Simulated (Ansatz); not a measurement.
Reaction (substitution at a C–C bond): `C#CC(C)F` + `OCF` → `CC(F)OCF` + acetylene

Computed with Ansatz on PBE0-D4/def2-TZVP structures; ΔE is electronic, products minus reactants. CCSD(T)/CBS adds triple-zeta CCSD(T) − MP2 to the extrapolated MP2 energy (def2 sets, frozen cores). This one scheme is used for every species. DFT in def2-TZVPP. Each species was taken in one conformer, which may not be the lowest.

```tsv
species	BLYP-D4 energy (Eh)
`C#CC(C)F`	-255.24050
`OCF`	-215.03225
`CC(F)OCF`	-392.93348
`C#C`	-77.33604
```

**Question.** Work out ΔE.

**Answer.** ΔE = (-392.93348) + (-77.33604) − (-255.24050) − (-215.03225) = 0.00323 Eh = +0.09 eV. CCSD(T)/CBS gives +0.05 eV.

Largest T1 diagnostic among the species: 0.013.

At CCSD(T), def2-SVP lies −0.11 eV from the extrapolated value and def2-TZVPP −0.02 eV. From BLYP to BHLYP (50 % exact exchange), in def2-TZVPP and without D4, ΔE moves by −0.06 eV. Leaving LDA and LC-ωPBE aside and taking each functional with its dispersion term where it has one, the values, not all of them listed here, spread over 0.12 eV, from ωB97X-V to revPBE-D4. LDA lies −0.07 eV from PBE without D4.
